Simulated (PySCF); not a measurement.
## SMILES [H]/P=C(/F)C=C, C₃H₄FP

Geometry:
```csv
atom,x (Å),y (Å),z (Å)
C1,-1.582,-0.306,-0.008
C2,-0.285,-0.355,-0.350
C3,0.765,0.253,0.442
F4,0.317,0.871,1.538
P5,2.441,0.276,0.165
H6,-1.906,0.205,0.901
H7,-2.346,-0.777,-0.631
H8,0.036,-0.869,-1.260
H9,2.330,-0.479,-1.044
```

Computed with PySCF 2.14.0, GIAO LDA/aug-pcSseg-1 magnetisability, rotational g tensor and spin-rotation constants, non-relativistic, gas phase. Geometry: PBE0-D3(BJ)/def2-SVP.

Question: Give the nuclear spin-rotation constants along the inertial axes (H = +C I·J) beside the isotropic shieldings.

Answer: Rotational constants 8.9540, 2.6195, 2.0266 GHz. A star marks the isotopologue with that one atom substituted, in its own axes.
```
atom  isotope  Caa (kHz)  Cbb (kHz)  Ccc (kHz)  mean (kHz)  σ (ppm)
  F4      19F     19.701      5.846      0.280       8.609    204.6
  P5      31P     16.612      7.332      2.651       8.865    155.2
  H6       1H     -0.706      0.207     -0.232      -0.243     25.0
  H7       1H      0.177     -0.077     -0.231      -0.044     25.5
  H8       1H     -0.869      0.306     -0.225      -0.263     23.6
  H9       1H     -0.818      0.187     -0.224      -0.285     25.5
  C1     13C*      3.563      1.091      0.242       1.632     54.7
  C2     13C*      3.150      1.337      0.391       1.626     29.7
  C3     13C*      3.482      2.024      0.575       2.027    -54.9
```
For the geometry as given, no vibrational averaging.
